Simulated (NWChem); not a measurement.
CH cation, singlet

Program: NWChem. Pople sets run with spherical d functions. Low-valent species are run as closed-shell singlets; no triplet was tried in these runs. STO-3G and 3-21G are far too small for this property and stand as cheap habits. All runs use the structure optimised with PBE0-D3(BJ)/def2-TZVP. Vertical excitations in the gas phase; the lowest state need not have the same character in each row.

```tsv
level	basis functions	lowest excitation, singlet (eV)	oscillator strength of that lowest state	lowest state with f > 0.02, singlet (eV)	oscillator strength of that bright state	orbital gap (eV)
PBE/3-21G, TDA	11	3.04	0.014	14.09	0.705	2.00
PBE/6-31G*, TDA	16	3.11	0.013	13.70	0.603	2.16
PBE/6-31+G*, TDA	20	3.11	0.013	12.29	0.284	2.16
PBE/def2-SVP, TDA	19	3.02	0.013	12.95	0.445	2.06
PBE/def2-SVPD, TDA	28	2.99	0.011	12.38	0.310	2.05
PBE/def2-TZVP, TDA	37	3.05	0.010	12.63	0.392	2.15
PBE/aug-cc-pVDZ, TDA	32	3.03	0.010	12.24	0.275	2.13
PBE/def2-TZVPD, TDA	46	3.04	0.010	12.26	0.296	2.15
```
